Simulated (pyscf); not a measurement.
Structures and frequencies: ωB97X-D3(BJ)/def2-SVP in PySCF.

### Question
HO–SnH₃ + H₂B–F -> H₂B–O–SnH₃ + HF
Surface: singlet. Broken: H–O, B–F. Formed: B–O, F–H. Give ΔE‡ and ΔE from ωB97M-D3(BJ)/def2-TZVP, relative to the separated reactants.

### Answer
ΔE‡ = 7.9 kcal/mol, ΔE = -1.0 kcal/mol. Zero-point energy shifts the barrier by +0.5 kcal/mol. It is a four-centre exchange, with an imaginary mode of 844i cm⁻¹. On the reactant side the descent ends in an adduct with a B–O contact, 19.2 kcal/mol under the separated species and 26.5 kcal/mol under the saddle at ωB97X-D3(BJ)/def2-TZVP. On the product side the descent ends in a bound adduct, 10.1 kcal/mol under the separated species and 19.0 kcal/mol under the saddle at ωB97X-D3(BJ)/def2-TZVP. What is counted as formed (B–O) is already present as a longer contact in the reactant adduct; forming that adduct is a step of its own. One saddle was located; it need not be the lowest between these sides. Elements past Kr carry the def2 core potentials, without spin-orbit coupling.
